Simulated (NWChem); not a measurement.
# nitrogen trifluoride (NF3); SMILES FN(F)F

```xyz
4

F      0.8770     0.8770    -0.1272
N      0.0000     0.0000     0.4837
F     -1.1980     0.3210    -0.1272
F      0.3210    -1.1980    -0.1272
```
Atoms are numbered in this order, from 1.

Level: B3LYP/6-31G* (spherical d) (NWChem), optimised geometry, unscaled harmonic frequencies. 

Problem. List the harmonic frequencies with IR intensities, and the thermochemistry.

Solution. 
```csv
frequency (cm⁻¹),IR intensity (km/mol)
483,0.5
483,0.5
645,2.6
932,207.5
932,207.6
1062,39.5
```

The zero-point energy comes out as 6.5 kcal/mol and the thermal correction to the enthalpy at 298.15 K (with zero-point energy) comes out as 9.3 kcal/mol. The heat capacity Cv is 10.7 cal/(mol K). The entropy at 298.15 K and 1 atm (symmetry number 3) comes out as 62.3 cal/(mol K) and the dipole moment comes out as 0.09 D.

Rigid rotor and harmonic oscillator.
